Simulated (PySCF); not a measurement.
SN₂, singlet: data card

These are results of PySCF, PBE0, basis S def2-TZVP, N def2-TZVP (no relativity, density fitting), not measurements.

The structure is a minimum.

```xyz
3
charge 0 multiplicity 1, angstrom
S     0.0000    0.0000   -0.5521
N     0.9715    0.0000    0.6300
N    -0.9715    0.0000    0.6300
```

- Point group: C2v
- Bond lengths: S–N 1.530 Å (×2)
- Bond angles: N–S–N 78.8°
- Rotational constants: 0.808, 0.6377, 0.3564 cm⁻¹
- Rotational symmetry number: 2
- Highest occupied level: -7.30 eV
- Atomisation energy without zero-point energy: 582 kJ/mol
- Entropy at 298.15 K and 1 bar: 249.1 J/(mol K)
- Heat capacity Cp at 298.15 K: 41.5 J/(mol K)
- Dipole moment: 3.34 D
- Enthalpy at 298.15 K above 0 K: 10.80 kJ/mol
- Principal quadrupole moments (Buckingham, traceless) about the centre of mass: -1.76, 0.08, 1.68 D Å
- Principal polarisabilities: 18.6, 30.1, 37.1 bohr³
- Lowest empty level: -3.51 eV
- Zero-point energy: 15.9 kJ/mol

Harmonic modes (masses in u: S 31.972, N 14.003):
```csv
symmetry,ω (cm⁻¹),IR (km/mol)
a1,425,5.4
b2,1033,6.1
a1,1195,0.4
```

In C2v the vibrations span 2a1 + b2. Here b1 is antisymmetric to the molecular plane and b2 lies in it.

Charges (e):
```tsv
atom	Mulliken	Löwdin	polar tensor	Mayer order to S1
S1	0.51	0.63	0.39	–
N2,3	-0.26	-0.31	-0.20	1.74
```
Other Mayer orders above 0.3: N–N 0.98.

Mulliken populations on S1: s 5.78, p 9.19, d 0.47, f 0.04.

Counting electrons, sulfur keeps none of its valence electrons outside its bonds, so the VSEPR class is AX2 and the expected shape is linear (D∞h). The calculation gives C2v instead.

Other isomers or separated fragments may lie lower. At this level a singlet minimum of D∞h symmetry lies 107 kJ/mol below this structure.

The final relaxation and frequency run took 18 s on 2 threads of a shared Arm Neoverse V1 host, with 99 basis functions and 10 gradients; the process peaked at 0.88 GiB. Launch command: `OMP_NUM_THREADS=2 python axn.py task.json out`.
